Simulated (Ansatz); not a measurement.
C4H7NO can be A, `COCCC#N`, or B, `O=C1CCCN1`.

Calculated with Ansatz (gas phase, PBE0-D4/def2-TZVP geometries, no zero-point term in ΔE). CBS: MP2 limit from def2 TZ/QZ plus the TZ coupled-cluster correction, frozen cores. Functionals use def2-TZVPP. B3LYP here is the variant with VWN-RPA as its local correlation; programs differ in this. One conformer a species, not always the lowest.

(1) Which is lower in electronic energy at CCSD(T)/CBS, and by how much? (Best estimate.)

(2) Give E(B) − E(A) in kcal/mol with B3LYP-D4, MP2/def2-TZVPP, BLYP-D4, ωB97M-V, r2SCAN-D4, PBE-D4, PBE0-D4. (An estimate is asked.)

(3) Does the order hold for the free energy at 298.15 K (harmonic terms from PBE0-D4)? (Estimate.)

Largest T1 diagnostic: 0.013.

Results:

(1) Computed: B, by 31.6 kcal/mol.

(2) Ansatz gave: B3LYP-D4 -32.9, MP2/def2-TZVPP -31.2, BLYP-D4 -30.7, ωB97M-V -34.4, r2SCAN-D4 -38.0, PBE-D4 -38.9, PBE0-D4 -40.6. None reverses the order clearly.

(3) Computed: Yes: G(B) − G(A) = -27.8 kcal/mol, for one conformer each.

From PBE to PBE0 (25 % exact exchange), in def2-TZVPP and without D4, E(B) − E(A) moves by −2.0 kcal/mol. The D4 term adds −1.6 kcal/mol with B3LYP and −0.8 kcal/mol with PBE0; it sums over pairs of atoms, weighted by their polarisabilities, and B3LYP, whose exchange is more repulsive, gets the larger term.
